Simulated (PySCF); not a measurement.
pyrrole (C4H5N), SMILES c1cc[nH]c1. Geometry optimised at PBE-D3(BJ)/def2-SVP.

Computed equilibrium geometry at PBE-D3(BJ)/def2-SVP (PySCF confirms it by a frequency run) as bond lengths and angles, and its point group:
point group C2v.
Atoms: C1 C2 C3 N4 C5 H6 H7 H8 H9 H10. Bonded distances (Å): C1–C2 1.429, C1–C5 1.391, C1–H6 1.096, C2–C3 1.391, C2–H7 1.096, C3–N4 1.377, C3–H8 1.095, N4–C5 1.377, N4–H9 1.018, C5–H10 1.095. Angles (°): C2–C1–C5 107.3, C2–C1–H6 126.9, C5–C1–H6 125.7, C1–C2–C3 107.3, C1–C2–H7 126.9, C3–C2–H7 125.7, C2–C3–N4 107.6, C2–C3–H8 131.1, N4–C3–H8 121.3, C3–N4–C5 110.1, C3–N4–H9 124.9, C5–N4–H9 124.9, C1–C5–N4 107.6, C1–C5–H10 131.1, N4–C5–H10 121.3.
